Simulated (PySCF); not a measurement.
## Electric properties by functional and basis

Species: H2O.
Numbering: `[OH2:1]` (hydrogens: H2, H3 on O1)

Cartesian coordinates in Å at the PBE0-D3(BJ)/def2-SVP level; atoms count from 1:
```
atom  x, y, z in Å
O1    -0.0412    0.3965    0.0000
H2    -0.7297   -0.2762    0.0000
H3     0.7709   -0.1204    0.0000
```

PySCF, dipoles from the SCF density, polarisabilities from static response with core orbitals frozen. Isolated species at its PBE0-D3(BJ)/def2-SVP geometry, gas phase.

Reference dipole: 1.857 D (measured, gas; NIST CCCBDB Release 22 (SRD 101), experimental dipoles). Reference dipole: 1.860 D (computed, CCSD(T)/CBS, all electrons, equilibrium geometry, gas; Hait, Head-Gordon, J. Chem. Theory Comput. 14 (2018) 1969). Reference polarisability: 1.501 Å³ (measured, gas; NIST CCCBDB Release 22 (SRD 101), experimental polarizabilities). Reference polarisability: 1.409 Å³ (computed, CCSD(T)/CBS, static electronic, isotropic average, equilibrium geometry, gas; Hait, Head-Gordon, Phys. Chem. Chem. Phys. 20 (2018) 19800). Errors are taken against the first value of each kind. The anisotropy is √(½[(α1 − α2)² + (α2 − α3)² + (α3 − α1)²]).

```
              level  μ (D)  error (%)  α (au)  error (%)  anisotropy (au)
      LDA/def2-SVPD  1.915       +3.1   10.20       +0.7             0.46
      PBE/def2-SVPD  1.854       -0.2   10.15       +0.2             0.49
    B3LYP/def2-SVPD  1.913       +3.0    9.65       -4.7             0.79
     PBE0/def2-SVPD  1.922       +3.5    9.43       -6.9             0.78
BHandHLYP/def2-SVPD  1.982       +6.7    8.98      -11.3             1.04
CAM-B3LYP/def2-SVPD  1.953       +5.2    9.53       -6.0             0.80
  wB97X-D/def2-SVPD  1.941       +4.5    9.44       -6.8             0.73
  LC-wPBE/def2-SVPD  1.971       +6.1    9.31       -8.1             0.74
       HF/def2-SVPD  2.059      +10.9    8.31      -17.9             1.27
        PBE0/6-31G*  2.130      +14.7    5.02      -50.5             3.71
       PBE0/6-31+G*  2.294      +23.5    6.64      -34.4             1.11
      PBE0/def2-SVP  2.031       +9.3    5.19      -48.7             3.44
   PBE0/aug-cc-pVDZ  1.888       +1.7    9.24       -8.8             1.05
     PBE0/def2-TZVP  2.098      +13.0    6.61      -34.7             2.36
    PBE0/def2-TZVPD  1.885       +1.5    9.61       -5.2             0.55
   PBE0/aug-cc-pVTZ  1.881       +1.3    9.60       -5.3             0.74
```

For the dipole, the smallest error is 0.2% (PBE/def2-SVPD) and the largest 23.5% (PBE0/6-31+G*). For the polarisability, the smallest error is 0.2% (PBE/def2-SVPD) and the largest 50.5% (PBE0/6-31G*). The dipole runs from 1.85 D (PBE/def2-SVPD) to 2.29 D (PBE0/6-31+G*). In one basis (def2-SVPD) the functionals order the polarisability from HF (lowest) to LDA (highest), a spread of 23%. With PBE0 the polarisability is 5.61 au without diffuse functions (mean of 6-31G*, def2-SVP and def2-TZVP) and 8.90 au with them (mean of 6-31+G*, def2-SVPD, aug-cc-pVDZ, def2-TZVPD and aug-cc-pVTZ). Measured values can belong to vibrating molecules; the computed ones are for one fixed geometry.
